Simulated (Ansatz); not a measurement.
# One element changed: atomization energies of BH₃, AlH$_{3}$

Ansatz 0.2.0, basis cc-pVTZ; geometries are PBE0/def2-TZVP minima. Wave-function levels freeze the cores; HF, MP2 and coupled cluster are restricted for singlets and unrestricted otherwise, atoms included (their steps beyond CCSDT(Q) come from restricted open-shell runs). The reference is CCSDT(Q) or CCSDTQ (coupled cluster only where its series has nearly closed). An error is the level's value less the reference. None of these values is a measured one. Energies are electronic, without zero-point terms. No spin–orbit coupling and no scalar relativity. The species are chosen: bound, without strong static correlation by their natural occupations or amplitudes, in their lowest spin state as far as vertical gaps and like structures tell, and with a ladder that closes on the reference, so errors are smaller than for species at large; levels whose determinant breaks symmetry or spin markedly are left out.

| species | bonds (Å) | quantity | symmetry of the states | reference | value (kJ/mol) | error HF | error MP2 | error CCSD | error CCSD(T) | error CCSDT |
| --- | --- | --- | --- | --- | --- | --- | --- | --- | --- | --- |
| BH3, singlet | B–H 1.193, angles at B 120° | atomization | – | CCSDT(Q) | 1155.8 | -188.0 | -6.2 | -3.3 | -0.1 | -0.1 |
| AlH3, singlet | Al–H 1.586, angles at Al 120° | atomization | – | CCSDTQ | 873.5 | -175.6 | -23.4 | -1.1 | 0.0 | -0.1 |

The reference falls from B to Al, by 282.3 kJ/mol in all.
